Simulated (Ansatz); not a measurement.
System: 1T (CdI2-type) PtS2. Method: PBE-D4 (PAW; Ansatz, a quantum-chemistry and plane-wave program).

Numerical settings: plane-wave cutoff 520 eV, 12×12×8 k mesh (along the axes of the cell as run), Fermi–Dirac smearing 0.01 eV, scalar-relativistic PAW data made under PBE.

Starting structure:

```yaml
crystal:
  lattice:
    - [3.54000, 0.00000, 0.00000]
    - [-1.77000, 3.06573, 0.00000]
    - [0.00000, 0.00000, 5.04000]
  atoms:
    - { symbol: Pt, position: [0.00000, 0.00000, 0.00000] }
    - { symbol: S, position: [0.33333, 0.66667, 0.23000] }
    - { symbol: S, position: [0.66667, 0.33333, 0.77000] }
```

Task: Into what structure does the relaxation of cell and atoms lead at this level, with the symmetry of the start kept?

Result: The volume decreases by 4.7 %; final space group P-3m1.
```yaml
crystal:
  lattice:
    - [3.58390, 0.00000, 0.00000]
    - [-1.79195, 3.10375, 0.00000]
    - [0.00000, 0.00000, 4.68654]
  atoms:
    - { symbol: Pt, position: [0.00000, 0.00000, 0.00000] }
    - { symbol: S, position: [0.33333, 0.66667, 0.25760] }
    - { symbol: S, position: [0.66667, 0.33333, 0.74240] }
```
